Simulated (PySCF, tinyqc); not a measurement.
Worked calculation: FCI on RHF in the sto-3g basis, for HF, spin multiplicity 1. The lowest restricted solution is unstable here: a spin-polarised one lies 0.1239 hartree lower (PySCF). One step of it, computed by the program tinyqc.

Task: Orthogonalisation. S = U s U^T; symmetric (Loewdin) form X = U s^(-1/2) U^T, so that X^T S X = 1.

overlap S, order 1F 1s, 1F 2s, 1F 2px, 1F 2py, 1F 2pz, 2H 1s:
```
[[1.000000, 0.237990, 0.000000, 0.000000, 0.000000, 0.007898],
 [0.237990, 1.000000, 0.000000, 0.000000, 0.000000, 0.105931],
 [0.000000, 0.000000, 1.000000, 0.000000, 0.000000, 0.000000],
 [0.000000, 0.000000, 0.000000, 1.000000, 0.000000, 0.000000],
 [0.000000, 0.000000, 0.000000, 0.000000, 1.000000, 0.102763],
 [0.007898, 0.105931, 0.000000, 0.000000, 0.102763, 1.000000]]
```

Give: eigenvalues of S; X.

Result:

eigenvalues of S: [0.7389, 0.9042, 1.0000, 1.0000, 1.0893, 1.2676]

X, order 1F 1s, 1F 2s, 1F 2px, 1F 2py, 1F 2pz, 2H 1s:
```
[[1.0222, -0.1240, 0.0000, 0.0000, -0.0005, 0.0059],
 [-0.1240, 1.0267, 0.0000, 0.0000, 0.0043, -0.0550],
 [0.0000, 0.0000, 1.0000, 0.0000, 0.0000, 0.0000],
 [0.0000, 0.0000, 0.0000, 1.0000, 0.0000, 0.0000],
 [-0.0005, 0.0043, 0.0000, 0.0000, 1.0040, -0.0521],
 [0.0059, -0.0550, 0.0000, 0.0000, -0.0521, 1.0084]]
```
